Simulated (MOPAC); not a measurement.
MOPAC input (PM3):

```
PM3 PRECISE GNORM=0.05 LET XYZ CHARGE=-1 GEO-OK AUX(PRECISION=9) THREADS=1
C3H5

C     0.01271391 1    0.96429296 1    0.09450453 1
C     0.74968012 1   -0.36903942 1    0.02506042 1
C    -0.75912986 1   -0.34917026 1    0.02530572 1
H     0.01871361 1    1.43221813 1   -0.90372881 1
H     1.21151338 1   -0.75423325 1   -0.89420606 1
H     1.27979107 1   -0.73318520 1    0.91105030 1
H    -1.29835796 1   -0.69923418 1    0.91146945 1
H    -1.23124509 1   -0.72206515 1   -0.89380892 1
```

Output:

```
 *******************************************************************************
 **                                                                           **
 **                              MOPAC v23.2.5                                **
 **                                                                           **
 *******************************************************************************
 ** MOPAC's Digital Object Identifier: https://doi.org/10.5281/zenodo.6511958 **
 **                                                                           **
 ** Please cite the open-source release paper for use of this MOPAC version:  **
 ** J. E. Moussa and J. J. P. Stewart (2026)                                  **
 ** MOPAC: An open-source semiempirical molecular orbital program             **
 ** J. Open Source Softw., 11(119), 8025, https://doi.org/10.21105/joss.08025 **
 *******************************************************************************

                              PM3 CALCULATION RESULTS

 *******************************************************************************
 *  PM3        - The PM3 Hamiltonian to be used
 *  GEO-OK     - OVERRIDE INTERATOMIC DISTANCE AND OTHER SAFETY CHECKS
 *
 *
 *
 *                 CHARGE ON SYSTEM = -1
 *
 *
 *
 *  LET        - OVERRIDE SOME SAFETY CHECKS
 *  PRECISE    - TIGHTER CRITERIA TO BE USED
 *  XYZ        - CARTESIAN COORDINATE SYSTEM TO BE USED
 *  GNORM      - EXIT WHEN GRADIENT NORM DROPS BELOW 0.050
 *  AUX        - OUTPUT AUXILIARY INFORMATION
 *******************************************************************************
PM3 PRECISE GNORM=0.05 LET XYZ CHARGE=-1 GEO-OK AUX(PRECISION=9) THREADS=1
 C3H5

   ATOM   CHEMICAL          X               Y               Z
  NUMBER   SYMBOL      (ANGSTROMS)     (ANGSTROMS)     (ANGSTROMS)

     1       C          0.01271391  *   0.96429296  *   0.09450453  *
     2       C          0.74968012  *  -0.36903942  *   0.02506042  *
     3       C         -0.75912986  *  -0.34917026  *   0.02530572  *
     4       H          0.01871361  *   1.43221813  *  -0.90372881  *
     5       H          1.21151338  *  -0.75423325  *  -0.89420606  *
     6       H          1.27979107  *  -0.73318520  *   0.91105030  *
     7       H         -1.29835796  *  -0.69923418  *   0.91146945  *
     8       H         -1.23124509  *  -0.72206515  *  -0.89380892  *

          CARTESIAN COORDINATES

    NO.       ATOM           X           Y           Z

     1         C          0.0127      0.9643      0.0945
     2         C          0.7497     -0.3690      0.0251
     3         C         -0.7591     -0.3492      0.0253
     4         H          0.0187      1.4322     -0.9037
     5         H          1.2115     -0.7542     -0.8942
     6         H          1.2798     -0.7332      0.9111
     7         H         -1.2984     -0.6992      0.9115
     8         H         -1.2312     -0.7221     -0.8938

  H: (PM3): J. J. P. STEWART, J. COMP. CHEM. 10, 209 (1989).
  C: (PM3): J. J. P. STEWART, J. COMP. CHEM. 10, 209 (1989).

           Empirical Formula: C3 H5  =     8 atoms

      MOLECULAR POINT GROUP   :   Cs

      RHF CALCULATION, NO. OF DOUBLY OCCUPIED LEVELS = 9

          Geometry optimization using EF

          DIAGONAL MATRIX USED AS START HESSIAN

 CYCLE:     1  GRAD.:    63.939 HEAT:  63.55018
 CYCLE:     2  GRAD.:   608.225 HEAT:  101.7714
 CYCLE:     3  GRAD.:   104.199 HEAT:  63.59744
 CYCLE:     4  GRAD.:   154.516 HEAT:  70.70889
 CYCLE:     5  GRAD.:    70.552 HEAT:  63.29495
 CYCLE:     6  GRAD.:   172.000 HEAT:  68.65613
 CYCLE:     7  GRAD.:   139.891 HEAT:  66.00864
 CYCLE:     8  GRAD.:    95.739 HEAT:  65.90200
 CYCLE:     9  GRAD.:    27.673 HEAT:  60.64955
 CYCLE:    10  GRAD.:    66.562 HEAT:  62.42153
 CYCLE:    11  GRAD.:     4.366 HEAT:  60.23499
 CYCLE:    12  GRAD.:     1.108 HEAT:  60.22265
 CYCLE:    13  GRAD.:     1.062 HEAT:  60.21772
 CYCLE:    14  GRAD.:     0.473 HEAT:  60.21331
 CYCLE:    15  GRAD.:     1.813 HEAT:  60.21417
 CYCLE:    16  GRAD.:     0.150 HEAT:  60.21317
 CYCLE:    17  GRAD.:     0.712 HEAT:  60.21332
 CYCLE:    18  GRAD.:     0.039 HEAT:  60.21316

     GRADIENT =  0.03930 IS LESS THAN CUTOFF =  0.05000

 -------------------------------------------------------------------------------
 PM3 PRECISE GNORM=0.05 LET XYZ CHARGE=-1 GEO-OK AUX(PRECISION=9) THREADS=1
 C3H5

     GEOMETRY OPTIMISED USING EIGENVECTOR FOLLOWING (EF).
     SCF FIELD WAS ACHIEVED

                              PM3 CALCULATION
                                                       MOPAC v23.2.5 Linux

          FINAL HEAT OF FORMATION =         60.21316 KCAL/MOL =     251.93185 KJ/MOL

          COSMO AREA              =         85.07 SQUARE ANGSTROMS
          COSMO VOLUME            =         67.95 CUBIC ANGSTROMS

          GRADIENT NORM           =          0.03930          =       0.01389 PER ATOM
          IONIZATION POTENTIAL    =          0.485153 EV
          HOMO LUMO ENERGIES (EV) =         -0.485  9.379
          NO. OF FILLED LEVELS    =          9
          MOLECULAR WEIGHT        =         41.0725         POINT GROUP:  Cs

          MOLECULAR DIMENSIONS (Angstroms)

            Atom       Atom       Distance
            H     8    H     6     3.15391
            H     7    H     4     3.12647
            H     5    C     1     2.20452

          SCF CALCULATIONS        =         19

   ATOM   CHEMICAL          X               Y               Z
  NUMBER   SYMBOL      (ANGSTROMS)     (ANGSTROMS)     (ANGSTROMS)

     1       C          0.01186744  *   0.90061927  *   0.03663426  *
     2       C          0.74615702  *  -0.37328387  *   0.02744101  *
     3       C         -0.75572180  *  -0.35350896  *   0.02767435  *
     4       H          0.02086683  *   1.59446364  *  -0.80055787  *
     5       H          1.27251533  *  -0.76187692  *  -0.85995977  *
     6       H          1.31323264  *  -0.68318307  *   0.91688672  *
     7       H         -1.33045954  *  -0.64836391  *   0.91732474  *
     8       H         -1.29242105  *  -0.72810301  *  -0.85953974  *

                             CARTESIAN COORDINATES

   1    C        0.011867442     0.900619271     0.036634260
   2    C        0.746157019    -0.373283869     0.027441011
   3    C       -0.755721798    -0.353508960     0.027674350
   4    H        0.020866827     1.594463639    -0.800557873
   5    H        1.272515330    -0.761876916    -0.859959771
   6    H        1.313232644    -0.683183071     0.916886718
   7    H       -1.330459545    -0.648363905     0.917324745
   8    H       -1.292421047    -0.728103006    -0.859539744

           Empirical Formula: C3 H5  =     8 atoms

      MOLECULAR POINT GROUP   :   Cs

                  EIGENVALUES
 -30.57294 -16.03571 -13.87492 -10.29062  -9.08413  -6.29907  -5.01017  -4.78952
  -0.48515   9.37851   9.67190  10.02011  10.21543  10.93980  11.20419  11.54262
  12.42123

              NET ATOMIC CHARGES AND DIPOLE CONTRIBUTIONS

  ATOM NO.   TYPE          CHARGE      No. of ELECS.   s-Pop       p-Pop
    1          C          -0.746183        4.7462     1.41090     3.33528
    2          C          -0.123623        4.1236     1.14125     2.98237
    3          C          -0.123634        4.1236     1.14125     2.98238
    4          H           0.037743        0.9623     0.96226
    5          H          -0.023840        1.0238     1.02384
    6          H           0.001685        0.9983     0.99831
    7          H           0.001686        0.9983     0.99831
    8          H          -0.023833        1.0238     1.02383
 DIPOLE           X         Y         Z       TOTAL
 POINT-CHG.    -0.030    -2.248    -0.049     2.249
 HYBRID        -0.014    -1.054    -1.528     1.857
 SUM           -0.044    -3.302    -1.578     3.660

          ATOMIC ORBITAL ELECTRON POPULATIONS

     Atom    s        px        py        pz
    1  C   1.41090   0.92053   0.96069   1.45405
    2  C   1.14125   0.92405   1.11865   0.93967
    3  C   1.14125   0.91993   1.12277   0.93967
    4  H   0.96226
    5  H   1.02384
    6  H   0.99831
    7  H   0.99831
    8  H   1.02383

 **********************
 *                    *
 * JOB ENDED NORMALLY *
 *                    *
 **********************

 == MOPAC DONE ==
```

The dipole moment of an ion depends on the origin.
